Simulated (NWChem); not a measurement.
# BNH3O (SMILES N[B]O) at U-wB97X/6-31G(d) (spherical functions)

What is the vertical ionisation energy of BNH3O at U-wB97X/6-31G* (spherical functions)? 

The calculation is run with NWChem 7.3.0.

2 further runs of the same task are left out: 2 that didn't finish.

**1. Starting point**

BNH3O has 6 atoms, charge 0, and is taken as a doublet. As SMILES, `N[B]O`. The coordinates come from a PBE0-D4/def2-TZVP relaxation. This is one conformer, not always the lowest.

Bond lengths: N1–B2 1.390 Å, B2–O3 1.359 Å, N1–H4 1.002 Å, N1–H5 1.010 Å, O3–H6 0.958 Å. Angles: N1–B2–O3 122.6°, B2–N1–H4 122.8°, B2–N1–H5 122.6°, B2–O3–H6 113.3°, H4–N1–H5 114.6°.

**2. A single-point energy at U-wB97X/6-31G(d) (spherical functions)**

Contents of bh3no.nw:

```
start bh3no
memory stack 880 mb heap 220 mb global 1100 mb
charge 0

geometry units angstrom noautosym nocenter noautoz
 N       -0.781300       0.184600      -0.560400
 B        0.032600      -0.490400       0.341500
 O        1.270200      -0.047100       0.684600
 H       -1.694900      -0.139800      -0.815500
 H       -0.498900       1.042700      -1.012000
 H        1.714300      -0.614000       1.315700
end

basis spherical bse
 * library 6-31G*
end

dft
 xc wb97x
 mult 2
 grid coarse
 convergence energy 1e-08
 maxiter 100
 mulliken
 noprint "final vectors analysis"
end

task dft energy
```

Command:

```sh
$ nwchem bh3no.nw > bh3no.out
```

Standard output:

```text
[...]
          Wavefunction type:  spin polarized.
          No. of atoms     :     6
          No. of electrons :    23
[...]
          Charge           :     0
          Spin multiplicity:     2
[...]
          AO basis - number of functions:    48
[...]
              XC Information
              --------------
                       wb97x  Method XC Functional
                     Hartree-Fock (Exact) Exchange  1.000
                         wb97x Exchange Functional  1.000
                      wb97x Correlation Functional  1.000
[...]
 d= 0,ls=0.0,diis     1   -156.5193588539 -2.18D+02  1.00D-02  1.36D-01     0.5
[...]
 d= 0,ls=0.0,diis    11   -156.5878632592 -2.12D-09  6.76D-07  3.47D-10     5.3
[...]
         Total DFT energy =     -156.587863259172
      One electron energy =     -334.687934118570
           Coulomb energy =      137.377480409214
    Exchange-Corr. energy =      -20.715874054683
 Nuclear repulsion energy =       61.438464504867
[...]
      Total Density - Mulliken Population Analysis
     ---------------------------------------------
    Atom       Charge   Shell Charges
 -----------   ------   -------------------------------------------------------
    1 N    7     7.75   2.00  0.75  2.57  0.78  1.64  0.02
    2 B    5     4.79   2.00  0.49  1.31  0.47  0.41  0.10
    3 O    8     8.57   2.00  0.90  2.95  0.89  1.81  0.02
    4 H    1     0.66   0.50  0.15
    5 H    1     0.67   0.50  0.17
    6 H    1     0.57   0.47  0.09
[...]
      <S2> =      0.7522 (Exact =     0.7500)
[...]
```

It took 6 s on 1 thread of Intel Xeon 6975P-C (Granite Rapids), shared host; peak memory 0.11 GiB.

**3. The singlet cation at the same level**

Contents of calc.xyz:

```xyz
6
BH3NO energy
N     -0.781300     0.184600    -0.560400
B      0.032600    -0.490400     0.341500
O      1.270200    -0.047100     0.684600
H     -1.694900    -0.139800    -0.815500
H     -0.498900     1.042700    -1.012000
H      1.714300    -0.614000     1.315700
```

Contents of calc.nw:

```
START calc
TITLE "BH3NO energy"
memory 2200 mb
charge 1
GEOMETRY units angstroms noautosym nocenter noautoz
load format xyz calc.xyz
END
BASIS spherical bse
N library 6-31G*
B library 6-31G*
O library 6-31G*
H library 6-31G*
END
DFT
xc wb97x
grid coarse
convergence energy 1e-08
iterations 100
mulliken
print low
END
TASK dft energy
```

Command:

```sh
$ nwchem calc.nw > calc.out
```

Standard output:

```text
[...]
 d= 0,ls=0.0,diis     1   -156.0408465073 -2.17D+02  2.78D-02  2.57D+00     0.5
[...]
 d= 0,ls=0.0,diis    11   -156.3029970423 -8.71D-10  2.87D-07  5.28D-10     4.8
         Total DFT energy =     -156.302997042295
      One electron energy =     -327.946412310680
           Coulomb energy =      130.558621739526
    Exchange-Corr. energy =      -20.353670976008
 Nuclear repulsion energy =       61.438464504867
[...]
      Total Density - Mulliken Population Analysis
     ---------------------------------------------
    Atom       Charge   Shell Charges
 -----------   ------   -------------------------------------------------------
    1 N    7     7.73   2.00  0.75  2.57  0.80  1.59  0.02
    2 B    5     4.23   2.00  0.56  1.21  0.15  0.21  0.11
    3 O    8     8.44   2.00  0.92  2.91  0.89  1.69  0.02
    4 H    1     0.57   0.49  0.09
    5 H    1     0.54   0.47  0.07
    6 H    1     0.49   0.45  0.05
[...]
```

It took 5.4 s on 1 thread of Intel Xeon 6975P-C (Granite Rapids), shared host; peak memory 0.1 GiB.

**4. Summary of results**

Level: U-wB97X/6-31G* (spherical functions).

| quantity | value |
| --- | --- |
| doublet BNH3O: total energy | -156.58786 Eh |
| doublet BNH3O: dipole moment | 0.43 D |
| doublet BNH3O: ⟨S²⟩ | 0.752 |
| singlet cation: total energy | -156.30300 Eh |
| vertical ionisation energy (to the singlet cation) | 7.752 eV |

Removing an electron at fixed nuclei costs 7.75 eV (748 kJ/mol). Only the singlet of the ionised species was computed; a triplet could lie lower.
